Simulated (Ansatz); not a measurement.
Two isomers of C5H12O: A = `CCCCCO`, B = `COC(C)(C)C`.

Isolated molecules relaxed with PBE0-D4/def2-TZVP in Ansatz; ΔE leaves out vibrations. CBS: MP2 limit from def2 TZ/QZ plus the TZ coupled-cluster correction, frozen cores. Functionals use def2-TZVPP. B3LYP here is the variant with VWN-RPA as its local correlation; programs differ in this. Each species was taken in one conformer, which may not be the lowest.

Problem. Which is lower in electronic energy at CCSD(T)/CBS, and by how much? (Estimate.)

Solution. Computed: A, by 4.0 kcal/mol.

Problem. Give E(B) − E(A) in kcal/mol with PBE-D4, B3LYP-D4, B2PLYP, CCSD/def2-TZVPP, CCSD(T)/def2-TZVPP, LDA (SPW92), B3LYP. (An estimate is asked.)

Solution. The calculation gave: PBE-D4 4.3, B3LYP-D4 3.4, B2PLYP 4.2, CCSD/def2-TZVPP 4.2, CCSD(T)/def2-TZVPP 3.6, LDA (SPW92) 2.7, B3LYP 4.9. None reverses the order clearly.

Largest T1 diagnostic: 0.010.

Leaving LDA and LC-ωPBE aside and taking each functional with its dispersion term where it has one, the values, not all of them listed here, spread over 2.3 kcal/mol, from B97M-V to HSE06-D4. LDA lies −2.6 kcal/mol from PBE without D4. In def2-TZVPP, CCSD(T) changes the Hartree–Fock value by −1.7 kcal/mol (the triples alone add −0.6 kcal/mol) and MP2 by −1.5 kcal/mol.
